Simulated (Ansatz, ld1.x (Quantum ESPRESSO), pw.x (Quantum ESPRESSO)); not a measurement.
## Which Ta potential is closest to all-electron in the bcc crystal?

All use PBEsol, scalar-relativistic, no spin, cutoffs from each file’s atomic test, pw.x 7.5; 14³ k-points, Fermi–Dirac smearing 0.01 Ry. Δ is the rms difference from all-electron LAPW of the E(V) curves that follow from fits to the pressures, over ±6 % in volume. Mesh and smearing are coarse and serve the comparison alone. The files are a selection: those with a ghost or negative overlap were mostly not run, and those with noisy or unconverged pressures or nearly equal Δ are left out.

All-electron: a0 = 3.282 Å (V0 = 17.68 Å³/atom), B0 = 206.9 GPa.

Q: Rank them by Δ, smallest first.
A. norm-conserving RRKJ (Kleinman–Bylander form), ld1.x (Quantum ESPRESSO) 7.5, PBEsol; core [Xe] 4f14, reference 5d3 6s2 6p0; waves: 6p (bound, empty): rc 3.20 bohr; 5d (bound): rc 2.65 bohr; 6s (bound): rc 2.75 bohr; local part: the s channel; core correction: none; rho0 0.02.
B. PAW, ld1.x (Quantum ESPRESSO) 7.5, PBEsol; core [Kr] 4d10 4f14, reference 5s2 5p6 5d3 6s2 6p0; waves: 5s (bound): rcut 1.60, rcutus 1.70 bohr; 6s (bound): rcut 1.60, rcutus 1.70 bohr; 5p (bound): rcut 1.85, rcutus 2.15 bohr; 6p (bound, empty): rcut 1.85, rcutus 2.15 bohr; 5d (bound): rcut 1.35, rcutus 1.70 bohr; 5d channel at 0.15 Ry: rcut 1.35, rcutus 1.70 bohr; local part: all-electron potential smoothed inside 1.70 bohr (lloc = -2); core correction: Bessel-smoothed model core, default radius (core density twice the valence density); augmentation: BESSEL, radius 1.40 bohr.
C. norm-conserving RRKJ (Kleinman–Bylander form), ld1.x (Quantum ESPRESSO) 7.5, PBEsol; core [Xe] 4f14, reference 5d3 6s2 6p0; waves: 6p (bound, empty): rc 3.20 bohr; 5d (bound): rc 2.35 bohr; 5f channel at -0.15 Ry: rc 2.85 bohr; 6s (bound): rc 2.15 bohr; local part: the s channel; core correction: none.
D. norm-conserving Troullier–Martins (Kleinman–Bylander form), ld1.x (Quantum ESPRESSO) 7.5, PBEsol; core [Xe] 4f14, reference 5d3 6s2 6p0; waves: 6p (bound, empty): rc 3.45 bohr; 5d (bound): rc 2.15 bohr; 6s (bound): rc 2.80 bohr; local part: the s channel; core correction: Bessel-smoothed model core inside 2.00 bohr.

A: C (3.5 meV/atom), B (7.3 meV/atom), D (15.0 meV/atom), A (21.9 meV/atom).
